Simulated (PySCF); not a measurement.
**Static response to an electric field**

Compound: CH₆NP.
Atom-mapped SMILES: `[CH3:1][N:2]=[PH3:3]` (hydrogens: H4, H5, H6 on C1; H7, H8, H9 on P3)

Geometry (PBE0-D3(BJ)/def2-SVP, Å), atoms numbered from 1 in this order:
```
atom  x, y, z in Å
C1    -1.5527   -0.4913    0.0425
N2    -0.4115    0.0893   -0.6057
P3     1.0419    0.0684   -0.0495
H4    -1.4904   -1.5926    0.1662
H5    -2.4528   -0.3008   -0.5657
H6    -1.7648   -0.0729    1.0488
H7     1.7623   -1.1655    0.1633
H8     1.9120    0.7422   -0.9343
H9     1.3845    0.6883    1.2094
```

Level: CAM-B3LYP/def2-SVPD (PySCF), static field, nuclei fixed, core orbitals frozen in the response. The polarisability tensor in these axes (au):

```
x   61.93  2.12  2.76
y    2.12 43.56  0.05
z    2.76  0.05 44.11
```

Question: What are the eigenvalues, a third of the trace, and Δα (Δα² = ½Σ(αi − αj)² over the three pairs)?

Answer: Principal values 43.19, 43.83 and 62.58 au; mean 49.87 au = 7.39 Å³ = 8.22 × 10⁻⁴⁰ C²·m²/J; Δα = 19.08 au (38 % of the mean).

Question: What is the dipole moment, and where does it point?

Answer: (2.18, -0.37, 1.46) D, 2.64 D in size, pointing from the negative to the positive side. Measured along this direction, the outermost atoms are H5 at the negative end and H9 and H7 at the positive end.

Question: Along which axes do the principal values lie, and how far do the nuclei extend along each?

Answer: Largest value along (0.98, 0.11, 0.15), where the nuclei span 4.35 Å; middle along (-0.08, -0.46, 0.88), 2.42 Å; least along (-0.17, 0.88, 0.45), 2.16 Å. The response follows the extents in order.

Question: What are the principal values of the traceless quadrupole moment, Θ = ½Σq(3rr − r²1), about the centre of nuclear charge?

Answer: -3.24, -1.27, 4.51 D·Å. The values depend on the origin, since the dipole doesn't vanish. The electronic extent ⟨r²⟩ about the same centre is 290 bohr², a root-mean-square distance of 1.55 Å for the 34 electrons.

Question: Find the Langevin capture rate constant for NO+ (29.998 u) meeting this molecule (63.024 u), k = 2.342 × 10⁻⁹ cm³/s × √(α in Å³ / reduced mass in u).

Answer: The reduced mass is 20.32 u, so k = 1.41 × 10⁻⁹ cm³/s. The formula leaves out the permanent dipole, which adds to the capture rate.

Question: How large is μ²/3kT at 350 K beside α?

Answer: In Gaussian units μ²/3kT = 48.25 Å³ against 7.39 Å³, a ratio of 6.53; the Debye molar polarisation (4π/3)N_A(α + μ²/3kT) is 140.4 cm³/mol, leaving out the vibrational part.

Geometry: PBE0-D3(BJ)/def2-SVP; no solvent, vibrations or thermal averaging.
